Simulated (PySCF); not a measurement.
C₄H₇F.
Bonds: C1–C2 (double), C2–C3, C2–C4, C4–F5. Hydrogens: H6, H7 on C1; H8, H9, H10 on C3; H11, H12 on C4.

Torsions of this conformer, `[CH2:1]=[C:2]([CH3:3])[CH2:4][F:5]`: C1–C2–C4–F5 0°.

The closed-shell ground state was solved at several levels (PySCF, density fitting, gas phase, non-relativistic). One conformer (not necessarily the lowest) at the GFN2-xTB geometry, without solvent, vibrations or thermal averaging.

```json
{"level": "B3LYP/pcJ-1", "basis functions": "205", "HOMO (eV)": "-7.15", "LUMO (eV)": "0.16", "gap (eV)": "7.31", "dipole (D)": "2.01"}
{"level": "CAM-B3LYP/def2-SVPD", "basis functions": "159", "HOMO (eV)": "-8.77", "LUMO (eV)": "1.25", "gap (eV)": "10.02", "dipole (D)": "2.10"}
```

Question: What might PBE0/pcSseg-1 (120 basis functions) give for the same quantities?

Answer: HOMO -7.38 eV, LUMO 0.40 eV, gap 7.78 eV, dipole 2.03 D.

Question: Over all these levels, which gives the widest orbital gap and which the narrowest?

Answer: CAM-B3LYP/def2-SVPD (range-separated hybrid) has the widest, 10.02 eV, and B3LYP/pcJ-1 (global hybrid, 20 % exact exchange) the narrowest, 7.31 eV. Functional and basis both differ between the two, so the spread mixes both effects.

Question: How far do the dipole and the HOMO energy spread over the levels?

Answer: The dipole runs from 2.01 to 2.10 D (mean 2.05 D) and the HOMO from -8.77 to -7.15 eV.
